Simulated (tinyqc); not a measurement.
ROHF in the sto-3g basis, for LiH, spin multiplicity 3, step by step. One step of it, computed by the program tinyqc.

Task: Iteration 2: building the Fock matrix. J_ij = sum D_kl (ij|kl) with D = D(alpha) + D(beta), K_ij = sum D_kl (ik|jl) for each spin; F = H + J - K(s); E = tr D H + tr D J / 2 - 0.5 sum_s tr D(s) K(s) + E_nn.

D(alpha) after iteration 1, lower triangle:
```
            1Li 1s     1Li 2s   1Li 2px   1Li 2py   1Li 2pz     2H 1s
1Li 1s    1.061129
1Li 2s   -0.255658   1.071752
1Li 2px   0.000000   0.000000  0.000000
1Li 2py   0.000000   0.000000  0.000000  0.000000
1Li 2pz   0.038169  -0.146228  0.000000  0.000000  0.086964
2H 1s     0.018929  -0.130614  0.000000  0.000000  0.246839  0.799143
```

D(beta) after iteration 1, lower triangle:
```
            1Li 1s     1Li 2s   1Li 2px   1Li 2py    1Li 2pz     2H 1s
1Li 1s    0.984478
1Li 2s    0.030458   0.000942
1Li 2px   0.000000   0.000000  0.000000
1Li 2py   0.000000   0.000000  0.000000  0.000000
1Li 2pz   0.002749   0.000085  0.000000  0.000000   0.000008
2H 1s    -0.003375  -0.000104  0.000000  0.000000  -0.000009  0.000012
```

core Hamiltonian H = T + V (hartree), lower triangle:
```
            1Li 1s     1Li 2s    1Li 2px    1Li 2py    1Li 2pz      2H 1s
1Li 1s   -4.629188
1Li 2s   -1.038377  -1.321941
1Li 2px   0.000000   0.000000  -1.075433
1Li 2py   0.000000   0.000000   0.000000  -1.075433
1Li 2pz  -0.007328  -0.079066   0.000000   0.000000  -1.133273
2H 1s    -0.050377  -0.323493   0.000000   0.000000  -0.458796  -1.135831
```

Two-electron integrals (ij|kl) in chemists' order, unique and non-zero (hartree):
```
(11|11) 1.680395   (21|11) 0.265420   (21|21) 0.049941   (22|11) 0.397727
(22|21) 0.092860   (22|22) 0.290562   (31|31) 0.008981   (32|31) 0.013788
(32|32) 0.064184   (33|11) 0.396640   (33|21) 0.092880   (33|22) 0.290497
(33|33) 0.312946   (41|41) 0.008981   (42|41) 0.013788   (42|42) 0.064184
(43|43) 0.016869   (44|11) 0.396640   (44|21) 0.092880   (44|22) 0.290497
(44|33) 0.279207   (44|44) 0.312946   (51|51) 0.008981   (52|51) 0.013788
(52|52) 0.064184   (53|53) 0.016869   (54|54) 0.016869   (55|11) 0.396640
(55|21) 0.092880   (55|22) 0.290497   (55|33) 0.279207   (55|44) 0.279207
(55|55) 0.312946   (61|11) 0.011673   (61|21) 0.002235   (61|22) 0.004324
(61|33) 0.004266   (61|44) 0.004266   (61|51) 0.000314   (61|52) 0.000617
(61|55) 0.004443   (61|61) 0.000113   (62|11) 0.062035   (62|21) 0.014824
(62|22) 0.054057   (62|33) 0.050829   (62|44) 0.050829   (62|51) 0.002212
(62|52) 0.017186   (62|55) 0.060460   (62|61) 0.000824   (62|62) 0.021839
(63|31) 0.000752   (63|32) 0.004398   (63|53) 0.002145   (63|63) 0.001004
(64|41) 0.000752   (64|42) 0.004398   (64|54) 0.002145   (64|64) 0.001004
(65|11) 0.088002   (65|21) 0.021124   (65|22) 0.078652   (65|33) 0.073303
(65|44) 0.073303   (65|51) 0.003397   (65|52) 0.026641   (65|55) 0.089276
(65|61) 0.001194   (65|62) 0.033726   (65|65) 0.052294   (66|11) 0.223073
(66|21) 0.053780   (66|22) 0.214686   (66|33) 0.197629   (66|44) 0.197629
(66|51) 0.007305   (66|52) 0.074870   (66|55) 0.248612   (66|61) 0.002982
(66|62) 0.116620   (66|65) 0.183949   (66|66) 0.774606
```

nuclear repulsion = 0.66927978 hartree

Give: Coulomb J; exchange K(alpha); exchange K(beta); F(alpha); F(beta); total energy of this density.

Result:

Coulomb J (hartree), lower triangle:
```
         1Li 1s  1Li 2s  1Li 2px  1Li 2py  1Li 2pz   2H 1s
1Li 1s   3.9849
1Li 2s   0.6777  1.3051
1Li 2px  0.0000  0.0000   1.2864
1Li 2py  0.0000  0.0000   0.0000   1.2864
1Li 2pz  0.0037  0.0509   0.0000   0.0000   1.3355
2H 1s    0.0305  0.2828   0.0000   0.0000   0.4192  1.3422
```

exchange K(alpha) (hartree), lower triangle:
```
         1Li 1s   1Li 2s  1Li 2px  1Li 2py  1Li 2pz   2H 1s
1Li 1s   1.7018
1Li 2s   0.2680   0.3349
1Li 2px  0.0000   0.0000   0.0735
1Li 2py  0.0000   0.0000   0.0000   0.0735
1Li 2pz  0.0016  -0.0114   0.0000   0.0000   0.1775
2H 1s    0.0137   0.1347   0.0000   0.0000   0.2206  0.6974
```

exchange K(beta) (hartree), lower triangle:
```
         1Li 1s  1Li 2s  1Li 2px  1Li 2py  1Li 2pz   2H 1s
1Li 1s   1.6704
1Li 2s   0.2748  0.0550
1Li 2px  0.0000  0.0000   0.0097
1Li 2py  0.0000  0.0000   0.0000   0.0097
1Li 2pz  0.0008  0.0002   0.0000   0.0000   0.0097
2H 1s    0.0129  0.0027   0.0000   0.0000   0.0004  0.0002
```

F(alpha) (hartree), lower triangle:
```
          1Li 1s   1Li 2s  1Li 2px  1Li 2py  1Li 2pz    2H 1s
1Li 1s   -2.3461
1Li 2s   -0.6286  -0.3517
1Li 2px   0.0000   0.0000   0.1375
1Li 2py   0.0000   0.0000   0.0000   0.1375
1Li 2pz  -0.0053  -0.0168   0.0000   0.0000   0.0247
2H 1s    -0.0335  -0.1754   0.0000   0.0000  -0.2602  -0.4910
```

F(beta) (hartree), lower triangle:
```
          1Li 1s   1Li 2s  1Li 2px  1Li 2py  1Li 2pz   2H 1s
1Li 1s   -2.3148
1Li 2s   -0.6354  -0.0718
1Li 2px   0.0000   0.0000   0.2012
1Li 2py   0.0000   0.0000   0.0000   0.2012
1Li 2pz  -0.0045  -0.0284   0.0000   0.0000   0.1925
2H 1s    -0.0328  -0.0434   0.0000   0.0000  -0.0400  0.2062
```

total energy of this density = -7.770336 hartree
